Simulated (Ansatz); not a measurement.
Input file:

```yaml
crystal:
  periodic: [false, false, false]
  atoms:
    - {symbol: B, position_ang: [0.000000, -0.080006, 0.000000]}
    - {symbol: H, position_ang: [0.000000, 0.429067, -1.077008]}
    - {symbol: H, position_ang: [0.000000, 0.429067, 1.077008]}
basis:
  gaussian: {orbitals: "6-31++G**"}
magnetization: {spin_polarized: false, initial_magnetization: 3}
correlation: {method: fic_mrcisd_q, electrons: valence, active_space: {window: {electrons: 3, orbitals: 5}}}
scf: {lower_state_search: full}
```

```sh
$ ansatz run in.yaml --threads 1 --pin off --events-out ev --progress --plain --max-ram 2393MiB
```

The program prints:

```
281 factors; integrals over basis functions are off by at most 1.1e-3 eV
mean field evaluation 1: about -694.3572 eV, gradient 9.8e0 eV
mean field evaluation 2: about -694.3630 eV, gradient 9.8e0 eV
mean field evaluation 4: about -695.3703 eV, gradient 9.4e-1 eV
mean field evaluation 8: about -695.3894 eV, gradient 2.4e-4 eV
mean field evaluation 16: about -695.3990 eV, gradient 5.9e-2 eV
mean field evaluation 32: about -695.3894 eV, gradient 6.5e-2 eV
mean field evaluation 64: about -695.3764 eV, gradient 3.2e-1 eV
mean field -695.39951066 eV, -25.5554606581 hartree, gradient 1.1e-6 eV, S^2 3.750000; 9 other end points of the search recorded, 0 dependent functions left out
mean field evaluation 96: about -695.3784 eV, gradient 4.6e-2 eV
reference -695.38944138 eV, -25.5550906186 hartree; 5, 2 occupied and 26, 29 virtual orbitals, 281 factors
state -695.48796331 eV, -25.5587112329 hartree
contracted CI cycle   1: correlation 0.00000000 eV, 0.0000000000 hartree, residual 1.12e1 eV
contracted CI cycle   2: correlation -1.96454098 eV, -0.0721955492 hartree, residual 2.17e0 eV
contracted CI cycle   3: correlation -2.07979821 eV, -0.0764311746 hartree, residual 9.85e-1 eV
contracted CI cycle   4: correlation -2.11584235 eV, -0.0777557722 hartree, residual 7.26e-1 eV
contracted CI cycle   5: correlation -2.13410402 eV, -0.0784268760 hartree, residual 3.94e-1 eV
contracted CI cycle   6: correlation -2.13773283 eV, -0.0785602327 hartree, residual 1.37e-1 eV
contracted CI cycle   7: correlation -2.13810865 eV, -0.0785740436 hartree, residual 4.05e-2 eV
contracted CI cycle   8: correlation -2.13814632 eV, -0.0785754280 hartree, residual 1.37e-2 eV
contracted CI cycle   9: correlation -2.13815082 eV, -0.0785755932 hartree, residual 5.01e-3 eV
contracted CI cycle  10: correlation -2.13815135 eV, -0.0785756129 hartree, residual 1.53e-3 eV
contracted CI cycle  11: correlation -2.13815140 eV, -0.0785756146 hartree, residual 4.15e-4 eV
state -695.48796331 eV, -25.5587112329 hartree; corrected -697.81219857 eV, -25.6441253033 hartree
Total energy: -697.81219857 eV, -25.6441253033 hartree
```

Natural occupations: 1.0000 0.9970 0.9970 0.0030 0.0030.

Ran on 1 thread of Arm Neoverse V2, shared host: 1.1 s wall, 0.15 GiB peak host memory.
